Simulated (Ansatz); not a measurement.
Basis-set extrapolation for C3H4ClFO (`FC1(Cl)COC1`) (PBE0-D4/def2-TZVP geometry, frozen core, Ansatz 0.2.0). Multiplicity 1, RHF reference.

|  | def2-TZVPP | def2-QZVPP |
| --- | --- | --- |
| HF | -749.814370 | -749.839777 |
| MP2 correlation | -1.160706 | -1.255105 |
| CCSD(T) correlation | -1.245367 | not run |

Energies in hartree. Use E(X) = E(∞) + A·exp(−7.88·√X) for Hartree–Fock and E(X) = E(∞) + B·X^(−2.97) for correlation, with X = 3 and 4, and add CCSD(T) minus MP2 of the smaller set to the MP2 limit.

Problem. What is the CCSD(T) energy at the basis-set limit?

Solution. HF limit: -749.839777 + (-0.025407) × 0.13774 = -749.84328. MP2 limit: -1.255105 + (-0.094399) × 0.74074 = -1.32503. Higher-order term: -1.245367 − (-1.160706) = -0.08466. Total: -751.25297 hartree, 507.3 kJ/mol below CCSD(T)/def2-TZVPP.
